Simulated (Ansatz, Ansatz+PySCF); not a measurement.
```json
{"atom": "B", "x (Å)": "0.0000", "y (Å)": "0.0000", "z (Å)": "-1.4433"}
{"atom": "C", "x (Å)": "0.0000", "y (Å)": "0.0000", "z (Å)": "0.1973"}
{"atom": "O", "x (Å)": "0.0000", "y (Å)": "0.0000", "z (Å)": "1.4198"}
{"atom": "H", "x (Å)": "0.0000", "y (Å)": "-1.2756", "z (Å)": "-1.7751"}
{"atom": "H", "x (Å)": "-1.1047", "y (Å)": "0.6378", "z (Å)": "-1.7751"}
{"atom": "H", "x (Å)": "1.1047", "y (Å)": "0.6378", "z (Å)": "-1.7751"}
```

RHF on singlet CH₃BO was run in several spherical basis sets with Ansatz (development build ahead of 0.2.0). Caution for RHF: no unrestricted run beside it, a lower state can exist.

(1) Rank the basis sets by the total energy that they give, lowest first, with the distance from the lowest.
A. cc-pVTZ
B. cc-pVDZ
C. 6-31G(d)
D. def2-TZVP
E. def2-SVP

Results:

(1) D (0.00 eV), A (0.13 eV), B (1.11 eV), C (1.52 eV), E (4.49 eV).

Totals follow the description of the cores as much as that of the bonds, so this order isn't one of quality for chemistry.
